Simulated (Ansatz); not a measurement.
Mulliken charges of `C#CC(=N)Cl` from r2SCAN/def2-TZVPP in Ansatz (PBE0-D4/def2-TZVP geometry).

```json
{"atom": "C1", "x (Å)": "-1.789", "y (Å)": "-0.212", "z (Å)": "0.734", "charge (e)": "0.191"}
{"atom": "C2", "x (Å)": "-0.688", "y (Å)": "-0.088", "z (Å)": "0.273", "charge (e)": "-0.161"}
{"atom": "C3", "x (Å)": "0.605", "y (Å)": "0.058", "z (Å)": "-0.303", "charge (e)": "-0.082"}
{"atom": "N4", "x (Å)": "1.655", "y (Å)": "0.154", "z (Å)": "0.372", "charge (e)": "-0.263"}
{"atom": "Cl5", "x (Å)": "0.556", "y (Å)": "0.088", "z (Å)": "-2.065", "charge (e)": "-0.101"}
{"atom": "H6", "x (Å)": "-2.761", "y (Å)": "-0.322", "z (Å)": "1.153", "charge (e)": "0.242"}
{"atom": "H7", "x (Å)": "2.484", "y (Å)": "0.252", "z (Å)": "-0.210", "charge (e)": "0.174"}
```

By hand: the dipole of these point charges (1 e Å = 4.8032 D).

Σ q r = (-1.008, -0.115, 0.474) e Å, of length 1.120 e Å = 5.38 D.

How does the dipole of the full density compare? (Best estimate.)

The calculation gave: (-0.175, -0.017, -0.045) e Å, 0.87 D; the point charges give 6.18 times that, at 39° from its direction.

Point charges leave out the atoms' own dipoles, such as those of lone pairs, and Mulliken's split depends on the basis, so the two needn't agree.
